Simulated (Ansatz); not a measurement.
## Relaxing RbRe

All numbers below come from DFT PBE, scalar-relativistic, plane waves, PAW in Ansatz 0.2.0. Cutoff 420 eV, Γ-centred k mesh, Gaussian smearing, no spin polarisation in the final step.

RbRe was placed on the AuCd (B19) structure type (Pmma, No. 51), with Rb in place of Cd, Re in place of Au, at a guessed volume.

```yaml
crystal:
  lattice:
    - [5.47978, 0.00000, 0.00000]
    - [0.00000, 3.62632, 0.00000]
    - [0.00000, 0.00000, 5.59490]
  atoms:
    - { symbol: Rb, position: [0.75000, 0.00000, 0.68700] }
    - { symbol: Rb, position: [0.25000, 0.00000, 0.31300] }
    - { symbol: Re, position: [0.75000, 0.50000, 0.18800] }
    - { symbol: Re, position: [0.25000, 0.50000, 0.81200] }
```

Cell and atoms relax at zero pressure; the relaxation can't lower the symmetry of the start. After a coarse first stage the cell is made exact in the group found at 0.06 Å.

Energies over the elements count from the elements' standard structures at the same level, with no empirical corrections.

Problem. Describe the relaxed structure.

Solution. It keeps Pmma (No. 51), but not the shape of the type it started on. Conventional cell: a = 3.999 Å, b = 2.997 Å, c = 11.170 Å. Rb has 2 Rb at 3.00 Å; around Re lie 2 Re at 2.36 Å.

```xyz
4
Lattice="3.9995 0.0000 0.0000 0.0000 2.9974 0.0000 0.0000 0.0000 11.1699" Properties=species:S:1:pos:R:3 pbc="T T T"
Rb    2.9996    0.0000    8.0152
Rb    0.9999    0.0000    3.1547
Re    2.9996    1.4987    0.6268
Re    0.9999    1.4987   10.5431
```

Problem. What are its volume, energy, density and gap?

Solution. The volume per atom is 33.48 Å³, the density is 6.74 g/cm³ and the energy over the elements is 1.22 eV/atom. The gap on the 12×16×4 mesh is 0 eV (a metal).

The final run used a 12×16×4 mesh on its 4-atom cell and 0.10 eV smearing. The k mesh leaves about 4 meV/atom of noise in metals. Spin–orbit coupling is left out. Symmetry constrained the relaxation, so the result can be a saddle point.

Cost: 3 runs of about 3.8 core-minutes in all, on Intel Xeon 6975P-C (Granite Rapids) (shared hosts).